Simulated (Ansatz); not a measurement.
Species: carbon monosulfide, CS, net charge 0, singlet state. 
Coordinates optimised at B3LYP-D3(BJ)/def2-TZVP (Ansatz, a quantum-chemistry and plane-wave program):
```
C
S 1 1.5320
```

Basis-set convergence of Hartree-Fock and CCSD correlation energies (hartree) with Ansatz. Valence correlation only, unless marked. No spin-orbit coupling. No relativistic terms.

```
basis        functions       E(HF)  E(corr, CCSD)
-----------  ---------  ----------  -------------
cc-pV(D+d)Z         37  -435.33441       -0.26259
cc-pV(T+d)Z         69  -435.35520       -0.31902
cc-pV(Q+d)Z        119  -435.36101       -0.33732
cc-pV(5+d)Z        191  -435.36210       -0.34379
```

Extrapolating the two largest sets (X = 4 and 5) as X^-3: E(corr) = (125·(-0.34379) - 64·(-0.33732))/61 = -0.3506 Eh, an estimate of the basis-set limit. The largest set recovers 98.1 % of it, the smallest 74.9 %.
